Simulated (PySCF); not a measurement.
Gas-phase reaction: 2 Si + C → Si2C

Computed with PySCF (xtb for GFN2) and rigid-rotor harmonic-oscillator thermochemistry at 1 bar. 'Table' is the NASA 1993 thermochemical table (part measured, part estimated). S°(298 K) at PBE0/def2-TZVP differs from the NASA 1993 table for Si2C (+23 J/mol/K); whether the harmonic model or the table's entry is off was not settled. † marks an energy on the PBE0/def2-TZVP geometry and frequencies; other levels use their own. CCSD(T) freezes the core. 6-31G* has spherical d functions here. Open shells (unrestricted): Si (multiplicity 3, electronic degeneracy 9), C (multiplicity 3, electronic degeneracy 9); the rest are closed-shell singlets. GFN2 has no spin-polarisation term. Spin-orbit splitting is ignored; it lowers the true energy and changes the entropy of Si, C. B3LYP is the form with VWN-RPA correlation. CCSD(T) isn't extrapolated to the basis-set limit; its ΔH°(298 K) is -968.8 kJ in def2-SVP and -1013.9 kJ in def2-TZVPP. The harmonic model lacks anharmonicity and excited electronic states, which grow with temperature; levels with a mode under 35 cm⁻¹ are left out. The table's entry may be an old estimate for Si2C (not checked at source). Warning, point group unlike the PBE0 one: Si2C (GFN2-xTB, HF/6-31G*).

| level | ΔH°(298 K), kJ | minus table | ΔG°(2000 K), kJ |
|---|---|---|---|
| table | -1081.1 | - | -558.1 |
| B3LYP/def2-TZVP† | -1036.5 | 44.6 | -552.1 |
| CCSD(T)/def2-TZVPP† | -1013.9 | 67.2 | -529.6 |
| GFN2-xTB | -1246.7 | -165.6 | -765.3 |
| HF/6-31G* | -622.8 | 458.3 | -126.4 |
| ωB97X-V/def2-TZVP† | -1045.9 | 35.2 | -561.6 |
